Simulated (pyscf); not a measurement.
A first-order saddle from PySCF, ωB97X-D3(BJ)/def2-SVP:

```xyz
7

Se     1.0832     0.9433     0.6656
H     -0.1952     0.1751    -0.8139
H      2.1585     1.8008     1.2013
C     -0.8911    -0.6317    -0.3192
C     -1.7944    -1.3535    -0.7704
H     -0.4280    -0.5132     0.7538
H     -2.5805    -1.9814    -1.1630
```

Surface: singlet, charge 0. Lowest wavenumbers (cm⁻¹): 574i, 127, 280, 320, 391.

**Question.** What reaction is this the transition state of?

**Answer.** H₂Se + acetylene (HC≡CH) <-> H₂Se + acetylene (HC≡CH), a four-centre exchange read from left to right: H–Se, C–H broken and H–Se, C–H formed. At CCSD(T)/def2-TZVPP + ΔMP2(QZVPP) it lies +237.5 kJ/mol from the left side and +237.5 kJ/mol from the right (each side as separated species at their lowest minima found). The same reactants have a lower exit, to H₂C=CH–SeH (barrier +209.9 kJ/mol at ωB97M-D3(BJ), against +273.7 kJ/mol here). One saddle was located; it need not be the lowest between these sides. One closed-shell reference is unstable to symmetry breaking; treat the single-reference values with care. The CCSD(T) − MP2 part came from Ansatz, without density fitting, on the same reference. The largest closed-shell T1 diagnostic is 0.043, which may signal static correlation. The frozen core leaves the outer d or s,p core shells of the metals and heavy elements correlated in the MP2 and CC values, and def2-TZVPP describes them poorly, which can shift differences by a few kcal/mol. Elements up to Kr have no core potential and no relativistic terms here.
